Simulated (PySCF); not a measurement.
TDDFT excited states: C6H12

Species: 2-methyl-1-pentene, C₆H₁₂.
Atom-mapped SMILES: `[CH2:1]=[C:2]([CH3:3])[CH2:4][CH2:5][CH3:6]` (hydrogens: H7, H8 on C1; H9, H10, H11 on C3; H12, H13 on C4; H14, H15 on C5; H16, H17, H18 on C6)

Structure used (PBE0-D3(BJ)/def2-SVP), in Å, numbered top down from 1:
```
atom  x, y, z in Å
C1    -1.1908    1.6002    0.8005
C2    -0.9867    0.3503    0.3677
C3    -1.8655   -0.2809   -0.6713
C4     0.1390   -0.4971    0.9010
C5     1.1686   -0.9189   -0.1515
C6     1.8621    0.2542   -0.8240
H7    -2.0127    2.2123    0.4177
H8    -0.5428    2.0517    1.5573
H9    -2.6907    0.3829   -0.9643
H10   -1.2945   -0.5332   -1.5804
H11   -2.2956   -1.2268   -0.3001
H12    0.6502    0.0505    1.7100
H13   -0.2903   -1.4070    1.3593
H14    1.9174   -1.5661    0.3351
H15    0.6830   -1.5524   -0.9140
H16    2.6035   -0.0848   -1.5635
H17    2.3881    0.8806   -0.0852
H18    1.1403    0.9049   -1.3423
```

The calculation used TDDFT wB97X-D/def2-SVPD, vertical, gas phase, core orbitals frozen in the response (PySCF).

```csv
state,E (eV),λ (nm),f,"main configurations (H = HOMO, L = LUMO)"
S1,7.07,175.4,0.247,H→L (85%)
S2,7.18,172.6,0.152,H→L+1 (81%)
S3,8.06,153.9,0.022,"H→L+3 (62%), H→L+2 (15%)"
S4,8.08,153.5,0.0042,"H-1→L (58%), H-4→L (11%), H-1→L+1 (10%)"
S5,8.26,150.1,0.016,"H→L+2 (40%), H→L+4 (19%), H→L+3 (10%)"
S6,8.61,144.1,0.030,"H→L+4 (56%), H→L+2 (9%), H→L+3 (8%)"
S7,8.66,143.2,0.0025,"H-2→L (58%), H-4→L (10%)"
S8,8.79,141.1,0.015,"H→L+6 (41%), H→L+5 (22%)"
S9,9.01,137.6,0.011,"H→L+6 (26%), H→L+5 (21%), H→L+7 (16%)"
S10,9.09,136.5,0.0029,"H-1→L+1 (20%), H-1→L (18%), H-5→L (12%)"
```

Triplets (Tamm–Dancoff): T1 4.41 eV, H→L (71%), H→L+1 (16%); T2 7.11 eV, H→L+1 (67%), H→L (15%), H→L+2 (13%); T3 7.70 eV, H-1→L (57%), H-4→L (13%), H-1→L+1 (10%); T4 8.02 eV, H→L+3 (55%), H→L+2 (23%).

The lowest singlet comes at 175 nm (682 kJ/mol) in the vacuum ultraviolet; it is strong; its leading configuration is HOMO→LUMO (85%). The lowest level is also the most intense of those listed (f = 0.247). Löwdin shares by element: HOMO carbon 82% or more (atoms not listed hold the other 18%); LUMO carbon 54% or more, hydrogen 7% or more (atoms not listed hold the other 39%). Orbital energies (eV): HOMO-3 -11.61, HOMO-2 -11.18, HOMO-1 -10.91, HOMO -8.88, LUMO 2.14, LUMO+1 2.36, LUMO+2 3.06. The listed states span 2.02 eV, and the widest gap between neighbours is 0.87 eV (S2 to S3). Weighted by f, the mean energy of these states is 7.40 eV. No computed singlet lies in the visible range (380 to 750 nm); the lowest, at 175 nm, stands 3.81 eV above its violet end (3.26 eV). Singlets were solved by full linear response, triplets in the Tamm–Dancoff approximation.

One conformer stands for the species.
